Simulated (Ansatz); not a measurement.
Molecule (SMILES): P#P (P2).
Atoms: P1, P2. Bonds: P1-P2.

Basis-set convergence of the highest harmonic wavenumber at PBE with Ansatz (a quantum-chemistry and plane-wave program). Each level at its own minimum, finite differences of forces, unscaled; the reference is a large set that could be run, not a limit. All functions are spherical. The program fits the integrals of some runs and decomposes those of others, by size. No added dispersion term, no relativity. Reference: the value in def2-QZVPPD, 782 cm⁻¹. Deviations are taken from unrounded values.

```json
[
 {"basis": "6-31G", "functions": "26", "highest harmonic wavenumber (cm⁻¹)": "703", "minus reference (cm⁻¹)": "-79"},
 {"basis": "pcseg-0", "functions": "26", "highest harmonic wavenumber (cm⁻¹)": "653", "minus reference (cm⁻¹)": "-129"},
 {"basis": "pcseg-1", "functions": "36", "highest harmonic wavenumber (cm⁻¹)": "772", "minus reference (cm⁻¹)": "-10"},
 {"basis": "aug-pcseg-1", "functions": "54", "highest harmonic wavenumber (cm⁻¹)": "774", "minus reference (cm⁻¹)": "-8"},
 {"basis": "6-311++G(2d,2p)", "functions": "70", "highest harmonic wavenumber (cm⁻¹)": "774", "minus reference (cm⁻¹)": "-8"},
 {"basis": "def2-TZVP", "functions": "74", "highest harmonic wavenumber (cm⁻¹)": "782", "minus reference (cm⁻¹)": "0"},
 {"basis": "cc-pV(T+d)Z", "functions": "78", "highest harmonic wavenumber (cm⁻¹)": "783", "minus reference (cm⁻¹)": "1"},
 {"basis": "def2-TZVPP", "functions": "84", "highest harmonic wavenumber (cm⁻¹)": "782", "minus reference (cm⁻¹)": "0"},
 {"basis": "def2-TZVPD", "functions": "86", "highest harmonic wavenumber (cm⁻¹)": "783", "minus reference (cm⁻¹)": "1"},
 {"basis": "6-311++G(3df,3pd)", "functions": "94", "highest harmonic wavenumber (cm⁻¹)": "784", "minus reference (cm⁻¹)": "2"},
 {"basis": "aug-cc-pV(T+d)Z", "functions": "110", "highest harmonic wavenumber (cm⁻¹)": "782", "minus reference (cm⁻¹)": "0"},
 {"basis": "pcseg-3", "functions": "128", "highest harmonic wavenumber (cm⁻¹)": "782", "minus reference (cm⁻¹)": "-1"},
 {"basis": "def2-QZVPP", "functions": "140", "highest harmonic wavenumber (cm⁻¹)": "782", "minus reference (cm⁻¹)": "0"}
]
```

The smallest set listed that lies within 20 cm⁻¹ of the reference with all its larger relatives (same family, alike in diffuse functions; a set with none counts only in the reference's own line) is pcseg-1 (36 functions, -10 cm⁻¹ off). Inside, with no larger relative to test it: aug-cc-pV(T+d)Z. (Relatives not listed, tested too: pcseg-2 -3, def2-TZVPPD 1, aug-pcseg-2 -1, cc-pV(Q+d)Z 0, def2-QZVP 0, def2-QZVPPD 0 cm⁻¹.)
